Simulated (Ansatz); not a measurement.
# AlHO2 (SMILES [O]=[Al][OH]) at CCSD(T)/STO-3G

What is the vertical singlet–triplet gap of AlHO2 at CCSD(T)/STO-3G? 

The results are computed with Ansatz 0.2.0.

62 further runs of the same task are left out: 8 that didn't finish, 54 set aside as unsound or not needed.

## (1) The structure to begin with

The species is AlHO2 (4 atoms), meant as a singlet with charge 0. SMILES: `[O]=[Al][OH]`. Geometry: a GFN2-xTB relaxation, a rough one for these elements and not checked as a minimum.

Bond lengths: O1–Al2 1.572 Å, Al2–O3 1.628 Å, O3–H4 0.949 Å. Angles: O1–Al2–O3 180.0°, Al2–O3–H4 179.6°.

## (2) The energy at CCSD(T)/STO-3G

Contents of molecule.yaml:

```yaml
crystal:
  periodic: [false, false, false]
  atoms:
    - {symbol: O, position_ang: [-1.605830, -1.403740, -0.651200]}
    - {symbol: Al, position_ang: [-0.474020, -0.415070, -0.191330]}
    - {symbol: O, position_ang: [0.698750, 0.609040, 0.285100]}
    - {symbol: H, position_ang: [1.381100, 1.209770, 0.557430]}
basis:
  gaussian: {orbitals: STO-3G}
correlation: {method: ccsd_t, frozen_orbitals: {Al: 5, H: 0, O: 1}}
accuracy: high
scf: {omitted_lower_state_checks: [cluster_reference, increment]}
```

Command:

```console
ansatz run molecule.yaml --threads 1 --pin off --max-ram 2610MiB --events-out events.jsonl --progress --plain --runs-dir runs
```

The log of the run, cut to the lines that bear on the results:

```text
Warning: RAYON_NUM_THREADS=1 ignored (pool sized by the plan → 1); use --threads N
Functional definition: HF
  name "HF"
[...]
342 factors; integrals over basis functions are off by at most 1.7e-8 eV
[...]
mean field -10535.87129175 eV, -387.1861285018 hartree, gradient 2.5e-8 eV, S^2 0.000000; 0 other end points of the search recorded, 0 dependent functions left out
7 core orbitals not correlated: weight in the atoms' cores, before any rotation towards them, 1.000 or more for the frozen orbitals, at most 0.000 for the correlated occupied ones
reference -10535.87129175 eV, -387.1861285018 hartree; 8, 8 occupied and 5, 5 virtual orbitals, 342 factors
second order -3.60387072 eV of doubles, -0.00000000 eV of singles
cycle   1  -3.26462556 eV  change    3.4e-1 eV  update   1.9e-1
[...]
cycle  24  -3.87003594 eV  change   3.6e-10 eV  update  5.7e-10
perturbative correction -0.47179020 eV, -0.0173379702 hartree
Total energy: -10540.21311789 eV, -387.3456876696 hartree
Checks for a lower state left out: cluster_reference, increment
```

It took 0.14 s on 1 thread of Intel Xeon 6975P-C (Granite Rapids), shared host.

## (3) The triplet at the same level

Contents of job.yaml:

```yaml
crystal:
  periodic: [false, false, false]
  atoms:
    - {symbol: O, position_ang: [-1.605830, -1.403740, -0.651200]}
    - {symbol: Al, position_ang: [-0.474020, -0.415070, -0.191330]}
    - {symbol: O, position_ang: [0.698750, 0.609040, 0.285100]}
    - {symbol: H, position_ang: [1.381100, 1.209770, 0.557430]}
basis:
  gaussian: {orbitals: STO-3G}
accuracy: high
magnetization: {spin_polarized: true, initial_magnetization: 2}
scf: {omitted_lower_state_checks: [cluster_reference, increment]}
correlation: {method: ccsd_t, frozen_orbitals: {Al: 5, H: 0, O: 1}}
```

Command:

```console
ansatz run job.yaml --threads 1 --pin off --max-ram 2610MiB --events-out events.jsonl --progress --plain --runs-dir runs
```

The log of the run, cut to the lines that bear on the results:

```text
Warning: RAYON_NUM_THREADS=1 ignored (pool sized by the plan → 1); use --threads N
[... 2 set-up lines as earlier in the session ...]
[...]
342 factors; integrals over basis functions are off by at most 1.7e-8 eV
[...]
mean field -10533.96150437 eV, -387.1159451099 hartree, gradient 9.2e-8 eV, S^2 2.010324; 7 other end points of the search recorded, 0 dependent functions left out
7 core orbitals not correlated: weight in the atoms' cores, before any rotation towards them, 1.000 or more for the frozen orbitals, at most 0.000 for the correlated occupied ones
reference -10533.96150437 eV, -387.1159451099 hartree; 9, 7 occupied and 4, 6 virtual orbitals, 342 factors
second order -1.89741027 eV of doubles, -0.00000000 eV of singles
cycle   1  -2.02498973 eV  change   -1.3e-1 eV  update   1.1e-1
[...]
cycle  47  -2.39379949 eV  change  -2.5e-11 eV  update   1.6e-9
perturbative correction -0.22505710 eV, -0.0082706957 hartree
Total energy: -10536.58036096 eV, -387.2121863144 hartree
Checks for a lower state left out: cluster_reference, increment
```

It took 1.3 s on 1 thread of Intel Xeon 6975P-C (Granite Rapids), shared host.

## (4) What came out

At CCSD(T)/STO-3G, 7 core orbitals frozen:

| quantity | value |
| --- | --- |
| singlet: total energy | -387.34569 Eh |
| singlet: correlation energy (7 core orbitals frozen) | -159.6 mEh |
| singlet: (T) correction | -17.34 mEh |
| singlet: T1 diagnostic | 0.034 |
| triplet: total energy | -387.21219 Eh |
| triplet: correlation energy (7 core orbitals frozen) | -96.2 mEh |
| triplet: (T) correction | -8.27 mEh |
| triplet: ⟨S²⟩ of the reference determinant | 2.010 |
| triplet: T1 diagnostic | 0.029 |
| vertical energy of the triplet above the singlet | 3.633 eV |

At this shape the triplet lies 3.63 eV (84 kcal/mol) above the singlet. In a minimal basis such a difference can be off by several eV, whatever the method. The T1 diagnostic (singlet) of 0.034 is above the customary mark for such species, so a single reference may not serve. The triples (singlet) make up 10.9 % of the correlation energy. The triples (triplet) make up 8.6 % of the correlation energy.
